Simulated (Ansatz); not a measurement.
```xyz
9

C     0.0216   -0.0451   -0.0011
C    -0.0198    0.0390    1.5442
O    -0.0204    1.3342   -0.4043
H    -0.8630   -0.5064   -0.4214
H     0.8492   -0.4827   -0.3896
H     0.0382   -1.0146    1.9135
H     0.8505    0.5446    1.8856
H    -0.8451    0.5173    1.9059
H    -0.0008    1.4240   -1.3750
```

RHF-MP2 on singlet C₂H₆O was run in several spherical basis sets with Ansatz (development build ahead of 0.2.0). Frozen core: 3 orbitals.

(1) Rank the basis sets by the total energy that they give, lowest first, with the distance from the lowest.
A. 6-31G(d)
B. cc-pVDZ
C. def2-SVP

Results:

(1) B (0.00 eV), A (1.60 eV), C (3.44 eV).

Totals follow the description of the cores as much as that of the bonds, so this order isn't one of quality for chemistry.
